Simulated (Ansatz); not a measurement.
SiBr⁺, triplet in cc-pVDZ: errors against UCCSDT(Q)

Geometry: that of the SiBr, doublet, kept fixed. The singlet lies 3.4 eV lower here.

```xyz
2

Si    0.0000    0.0000    0.0000
Br    0.0000    0.0000    2.2315
```

Basis cc-pVDZ; Ansatz 0.2.0. Only valence electrons are correlated (noble-gas cores and the filled d shells of p-block atoms frozen), which leaves 10 electrons in 26 orbitals. Prefix R: restricted or restricted open-shell reference; prefix U: unrestricted. Active spaces: valence = (10e, 8o) chosen from the atoms' valence shells. No spin–orbit coupling is included, and no scalar relativity.

Full CI isn't at hand for all of this; UCCSDT(Q) serves as the reference, and is uncertain by about the last step of the cluster series. The frozen core follows each run's orbitals, which can shift R against U totals by a few meV for light atoms and by up to 0.1 eV past Ca.

```
UHF ⟨S²⟩                          : 2.024
T1 diagnostic (RCCSD)             : 0.0390
largest doubles amplitude (RCCSD) : 0.077
T1 diagnostic (UCCSD)             : 0.0280
```

```tsv
level	E − E(UCCSDT(Q)) (kcal/mol)	wall time
UHF	113.29	–
UMP2	19.31	–
UCCSD	4.81	–
UCCSD(T)	1.07	8.5 s
UCCSDT	0.35	–
```

Run but not shown, since their state, orbitals or frozen core can't be matched to the reference's or they repeat it: RHF, RMP2, CISD, RCCSD, RCCSD(T), BCCD(T), RCCSDT, RCCSDT(Q), CASSCF (valence space), NEVPT2 (valence space), MRCISD (valence space), MRCISD+Q (valence space), MRCISD+Q(relaxed) (valence space).

Times hold each run's SCF and search for its determinant on a shared host, so for small cases they say little of a method's own cost; they ran on 1 thread of Arm Neoverse V1. Some runs computed forces too.

Natural occupations of CASSCF (valence space) about the gap: 1.995 1.972 1.959 1.006 1.004 0.033 0.033; effectively unpaired electrons, Σ n²(2−n)², 2.02.
